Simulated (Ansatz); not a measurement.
System (SMILES): C#N (CH-N).
Geometry (B3LYP-D3(BJ)/def2-TZVP, fixed):
```
C
N 1 1.1462
H 1 1.0667 2 180.00
```
Charge 0, spin multiplicity 1.

Basis-set convergence of the dipole moment at PBE with Ansatz (a program for electronic structure). Dipoles come from the density behind the forces; the sign is taken along the dipole that this method gives in the largest set. Cartesian d functions, on some or all atoms, in 6-31G**, 6-31+G*; all else is spherical. The program fits the integrals of some runs and decomposes those of others, by size. No added dispersion term, no relativity. Reference: the value in aug-pcseg-3, 2.950 D. Deviations are taken from unrounded values.

```tsv
basis	functions	dipole moment (D)	minus reference (D)
pcseg-0	20	2.955	0.005
cc-pVDZ	33	2.687	-0.263
def2-SVP	33	2.738	-0.212
pcseg-1	33	2.887	-0.063
6-31G**	35	2.791	-0.159
6-31+G*	40	2.985	0.036
6-311+G**	50	2.966	0.017
aug-cc-pVDZ	55	2.942	-0.008
6-311++G(2d,2p)	64	2.960	0.011
def2-TZVP	68	2.929	-0.021
pcseg-2	74	2.950	0.001
def2-TZVPP	76	2.921	-0.029
def2-TZVPPD	91	2.946	-0.004
6-311++G(3df,3pd)	96	2.952	0.002
def2-QZVPP	144	2.941	-0.008
pcseg-3	153	2.951	0.001
d-aug-cc-pVTZ	156	2.949	-0.001
aug-cc-pVQZ	206	2.950	0.000
```
